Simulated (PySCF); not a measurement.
# Computed properties of ozone (O₃), SMILES O=[O+][O-]

ozone (O3), SMILES O=[O+][O-]. Coordinates come from a PBE0-D3(BJ)/def2-TZVP optimisation. The molecule may have multireference character, which single-reference levels describe poorly. One conformer was computed; it need not be the lowest. All values are computed for the isolated molecule unless a solvent is named; none is compared with measurement here.

**Structure.** The optimised structure has C2v symmetry. All 3 harmonic modes at PBE0-D3(BJ)/def2-TZVP (PySCF) are real, so it is a minimum. With heavy atoms numbered as in [O:1]=[O+:2][O-:3], the shortest bond between them is O1–O2 at 1.238 Å and the longest O2–O3 at 1.238 Å.

**Vibrations.** The strongest infrared lines (harmonic, unscaled, degenerate partners summed) lie at 1304 cm⁻¹ (254 km/mol, O 100 %), 780 cm⁻¹ (8 km/mol, O 100 %). The softest mode is at 780 cm⁻¹ and the zero-point energy is 4.9 kcal/mol.

**Electronic structure.** CAM-B3LYP/def2-TZVPD (PySCF) places the frontier levels at -11.37 and -3.76 eV, a gap of 7.61 eV, and gives a dipole moment of 0.70 D and a mean polarisability of 18.7 bohr³.

**Excitations.** TDDFT-B3LYP/def2-TZVPD (PySCF) has S1 at 2.22 eV (559 nm, f = 0.000, dark); the most intense of the 10 singlets computed lies at 5.54 eV (f = 0.13). T1 (TDA) is at 1.40 eV.
